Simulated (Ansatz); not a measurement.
The input, for Ansatz 0.2.0:

```yaml
crystal:
  periodic: [false, false, false]
  atoms:
    - {symbol: C, position_ang: [0.000000, 0.000000, -3.261118]}
    - {symbol: Si, position_ang: [0.000000, 0.000000, 0.199679]}
    - {symbol: O, position_ang: [0.000000, 0.000000, 3.061441]}
basis:
  gaussian: {orbitals: 6-31G}
correlation: {method: fic_mrcisd_q, electrons: outside_noble_gas, active_space: {window: {electrons: 12, orbitals: 8}}}
```

```sh
$ ansatz run in.yaml --threads 1 --pin off --events-out ev --progress --plain --max-ram 2393MiB
```

**Question.** One thing in this input was set wrong on purpose, beside settings that are merely unusual. What is the gravest fault, and what does the program do?

**Answer.** Coordinates in the wrong unit (values in bohr typed as Å, so distances are 1.89 times too long). How the run ends: converged.
```
342 factors; integrals over basis functions are off by at most 2.8e-4 eV
mean field evaluation 1: about -10888.4741 eV, gradient 7.1e1 eV
mean field evaluation 2: about -10888.4750 eV, gradient 7.1e1 eV
mean field evaluation 4: about -10890.8859 eV, gradient 5.3e1 eV
mean field evaluation 8: about -10912.3929 eV, gradient 3.1e0 eV
mean field evaluation 16: about -10912.5310 eV, gradient 3.8e-6 eV
mean field evaluation 32: about -10913.0750 eV, gradient 1.7e-1 eV
mean field evaluation 64: about -10912.2179 eV, gradient 1.3e-5 eV
mean field evaluation 96: about -10912.2179 eV, gradient 1.1e-5 eV
mean field evaluation 128: about -10912.7227 eV, gradient 1.3e-2 eV
mean field evaluation 160: about -10913.0779 eV, gradient 1.5e-1 eV
...
contracted CI cycle   6: correlation -5.13338387 eV, -0.1886483776 hartree, residual 1.85e-1 eV
contracted CI cycle   7: correlation -5.13452564 eV, -0.1886903371 hartree, residual 1.20e-1 eV
contracted CI cycle   8: correlation -5.13521610 eV, -0.1887157108 hartree, residual 9.00e-2 eV
contracted CI cycle   9: correlation -5.13549163 eV, -0.1887258365 hartree, residual 4.30e-2 eV
contracted CI cycle  10: correlation -5.13553767 eV, -0.1887275284 hartree, residual 1.72e-2 eV
contracted CI cycle  11: correlation -5.13554357 eV, -0.1887277450 hartree, residual 6.13e-3 eV
contracted CI cycle  12: correlation -5.13554432 eV, -0.1887277728 hartree, residual 2.57e-3 eV
contracted CI cycle  13: correlation -5.13554448 eV, -0.1887277787 hartree, residual 1.44e-3 eV
contracted CI cycle  14: correlation -5.13554456 eV, -0.1887277815 hartree, residual 1.04e-3 eV
contracted CI cycle  15: correlation -5.13554460 eV, -0.1887277829 hartree, residual 6.74e-4 eV
state -10915.61154615 eV, -401.1413254539 hartree; corrected -10921.61189933 eV, -401.3618343661 hartree
state -10918.05038597 eV, -401.2309511640 hartree; corrected -10921.94493995 eV, -401.3740733829 hartree
WARN: 4 active orbitals are nearly empty or full. The corrections depend on them more than the energy does, and are more stable in an active space without them
Total energy: -10921.94493995 eV, -401.3740733829 hartree
```
